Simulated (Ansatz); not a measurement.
in.yaml

```yaml
crystal:
  periodic: [false, false, false]
  atoms:
    - {symbol: Al, position_ang: [0.000000, 0.000000, 0.000000]}
    - {symbol: H, position_ang: [0.000000, 0.000000, 2.165000]}
basis:
  gaussian: {orbitals: def2-SVP}
magnetization: {spin_polarized: false, initial_magnetization: 2}
correlation: {method: sc_nevpt2, electrons: valence, active_space: {window: {electrons: 4, orbitals: 6}}}
```

```sh
$ ansatz run in.yaml --threads 1 --pin off --events-out ev --progress --plain --max-ram 2393MiB
```

Output:

```
209 factors; integrals over basis functions are off by at most 1.5e-3 eV
mean field evaluation 1: about -6592.6906 eV, gradient 3.8e0 eV
mean field evaluation 2: about -6592.6916 eV, gradient 3.8e0 eV
mean field evaluation 4: about -6592.9261 eV, gradient 3.2e-1 eV
mean field evaluation 8: about -6592.9006 eV, gradient 5.2e-1 eV
mean field evaluation 16: about -6592.9595 eV, gradient 9.1e-7 eV
mean field -6592.95949879 eV, -242.2867927122 hartree, gradient 6.1e-6 eV, S^2 2.000000; 2 other end points of the search recorded, 0 dependent functions left out
reference -6592.95949879 eV, -242.2867927122 hartree; 8, 6 occupied and 15, 17 virtual orbitals, 209 factors
state -6594.05652224 eV, -242.3271075804 hartree
state -6594.05652224 eV, -242.3271075804 hartree; corrected -6594.48072106 eV, -242.3426965993 hartree
Total energy: -6594.48072106 eV, -242.3426965993 hartree
```

Ran on 1 thread of Arm Neoverse V1, shared host: 1.1 s wall, 0.05 GiB peak host memory.
